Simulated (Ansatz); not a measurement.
Molecular dynamics of CH$_{5}$MgO, charge +1

Input file:

```yaml
crystal:
  periodic: [false, false, false]
  atoms:
    - { symbol: C, position_ang: [-1.095144, 1.265811, -0.642312] }
    - { symbol: Mg, position_ang: [0.149293, -0.198327, 0.100921] }
    - { symbol: O, position_ang: [1.395475, -1.616463, 0.820642] }
    - { symbol: H, position_ang: [-2.027023, 0.81459, -1.016164] }
    - { symbol: H, position_ang: [-0.597223, 1.795823, -1.468857] }
    - { symbol: H, position_ang: [-1.341207, 1.988948, 0.150387] }
    - { symbol: H, position_ang: [1.39801, -2.56203, 0.597855] }
    - { symbol: H, position_ang: [2.11782, -1.488353, 1.457538] }
total_charge: 1
basis:
  gaussian: { orbitals: def2-SVP }
hamiltonian:
  xc: pbe0
  dispersion: d4
md:
  timestep: 0.25
  n_steps: 150
  ensemble: nvt_nose_hoover
  temperature: 300.0
  initial_velocities: maxwell_boltzmann
  seed: 45554
scf:
  lower_state_search: "off"
```

Launched with:

```bash
$ ansatz run input.yaml --threads 1 --pin off --max-ram 2048MiB --backend cpu --events-out ev --progress --plain --runs-dir out
```

It starts from a relaxed structure.

Output, in part (step lines, the closing report, with atoms numbered from 0):

```
md step     0: t =     0.00 fs  T =   300.0 K  F+E_penalty+E_count = -8593.40014874 eV  E_kin = 0.232668 eV  conserved = -8593.16748074 eV  (12 SCF iters)
[... lines left out ...]
Total energy: -8593.26786776 eV, -315.7967694139 hartree
Atom 0 at    -1.091519     1.202097    -0.735138 Å, force    -0.344290     1.148500     0.178905 eV/Å
Atom 1 at     0.132978    -0.138501     0.217312 Å, force     0.168749    -0.237015    -0.050900 eV/Å
Atom 2 at     1.420889    -1.648016     0.758171 Å, force     0.117115    -0.526056     0.003113 eV/Å
Atom 3 at    -2.042726     0.902542    -1.207816 Å, force     0.179178    -0.446019     0.144008 eV/Å
Atom 4 at    -0.529737     1.758315    -1.514982 Å, force     0.044967    -0.192212     0.203365 eV/Å
Atom 5 at    -1.383100     1.966866     0.035561 Å, force     0.225512    -0.394892    -0.366163 eV/Å
Atom 6 at     1.191104    -2.548160     0.417009 Å, force     0.528826     0.661938     0.476370 eV/Å
Atom 7 at     2.261653    -1.713115     1.282178 Å, force    -0.920057    -0.014245    -0.588698 eV/Å
Dipole moment:     0.781431    -0.859866     0.561948 e Å
```

The steps, from the saved trajectory:

| time (fs) | T (K) | potential energy less start (eV) | conserved less start (meV/atom) |
| --- | --- | --- | --- |
| 0.0 | 300 | 0.000 | 0.00 |
| 1.2 | 264 | 0.028 | 0.02 |
| 2.5 | 216 | 0.066 | 0.04 |
| 3.8 | 213 | 0.068 | 0.02 |
| 5.0 | 212 | 0.069 | 0.01 |
| 6.2 | 170 | 0.101 | 0.02 |
| 7.5 | 139 | 0.126 | 0.03 |
| 8.8 | 147 | 0.119 | 0.02 |
| 10.0 | 149 | 0.117 | 0.02 |
| 11.2 | 131 | 0.132 | 0.02 |
| 12.5 | 119 | 0.141 | 0.02 |
| 13.8 | 113 | 0.146 | 0.02 |
| 15.0 | 103 | 0.154 | 0.03 |
| 16.2 | 112 | 0.147 | 0.02 |
| 17.5 | 123 | 0.139 | 0.01 |
| 18.8 | 107 | 0.151 | 0.03 |
| 20.0 | 115 | 0.145 | 0.03 |
| 21.2 | 156 | 0.114 | 0.01 |
| 22.5 | 174 | 0.100 | 0.01 |
| 23.8 | 159 | 0.112 | 0.03 |
| 25.0 | 177 | 0.099 | 0.03 |
| 26.2 | 225 | 0.061 | 0.01 |
| 27.5 | 234 | 0.055 | 0.01 |
| 28.8 | 215 | 0.071 | 0.03 |
| 30.0 | 229 | 0.060 | 0.02 |
| 31.2 | 249 | 0.045 | 0.01 |
| 32.5 | 216 | 0.071 | 0.02 |
| 33.8 | 176 | 0.103 | 0.03 |
| 35.0 | 173 | 0.106 | 0.02 |
| 36.2 | 164 | 0.114 | 0.02 |
| 37.5 | 140 | 0.132 | 0.03 |

The run went to its last step. The conserved energy stayed within 0.037 meV per atom of its start (net change 0.027 meV per atom), so the integration is sound. The mean temperature of the second half is 38 % below the set value. A run of 0.037 ps of so small a system gives no equilibrium averages. Limits of this set-up: the dipole of an ion depends on the origin.

The same pairs are bonded in the first frame and the last. Pairs count as bonded within 1.25 times the sum of covalent radii (0.12 Å more for H–H).

Last frame:

```xyz
8
Properties=species:S:1:pos:R:3
C -1.091 1.202 -0.735
Mg 0.133 -0.139 0.217
O 1.421 -1.648 0.758
H -2.043 0.902 -1.208
H -0.530 1.758 -1.515
H -1.383 1.967 0.036
H 1.191 -2.548 0.417
H 2.262 -1.713 1.282
```

The run took 3 min on 1 thread of Arm Neoverse V2, with other jobs on the host, peak memory 0.1 GiB.
